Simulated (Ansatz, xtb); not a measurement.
## FH4PSi: where a starting geometry ends

The starting geometry of this gas-phase singlet has its atoms placed at random.

```xyz
7

F    -0.6025    0.6323    1.5849
P     0.1028   -1.1908    0.1392
Si    0.4507    1.2624   -0.5170
H    -0.7349    0.4531   -1.6349
H    -0.5390    0.2678    0.6821
H     0.4796    0.5078    1.0148
H    -1.1954   -0.2778    0.0023
```

Task: One run relaxed it with r2SCAN-D4/def2-SVP. What is a likely outcome?

Result: It loosens into H3PSi + FH, which stay close as a complex. Distances that change by over a tenth: P2–H7 (1.59 → 1.43 Å), Si3–H5 (1.85 → 2.46 Å). Contacts that open: P2–H5 (1.68 → 2.55 Å), Si3–H6 (1.71 → 2.96 Å). Contacts that close: P2–Si3 (2.56 → 2.28 Å), P2–H6 (1.95 → 1.42 Å), Si3–H4 (1.82 → 1.53 Å).

The energy falls by 7.44 eV over 16 steps:

| step | E − E(last) (eV) |
| --- | --- |
| 1 | 7.435 |
| 3 | 2.961 |
| 4 | 1.831 |
| 6 | 0.531 |
| 8 | 0.275 |
| 9 | 0.170 |
| 11 | 0.015 |
| 13 | 0.005 |
| 14 | 0.001 |
| 16 | 0.000 |

Final geometry (Å):

```xyz
7

F    -1.0725    1.6278    1.0656
P     0.4055   -0.8981   -0.1644
Si    0.4248    1.3238   -0.6631
H    -0.8223    1.1168   -1.5215
H    -1.0515    0.6951    1.2016
H     1.0032   -0.9625    1.1271
H    -0.9258   -1.2481    0.2260
```

From the same start GFN2-xTB reaches the same bonding as this run.

From so rough a start the end depends on the optimiser's path, so another program may land elsewhere. The end wasn't checked by frequencies. Run with Ansatz 0.2.0, 20 s on 1 thread of Intel(R) Xeon(R) 6975P-C (Granite Rapids), on a shared host.
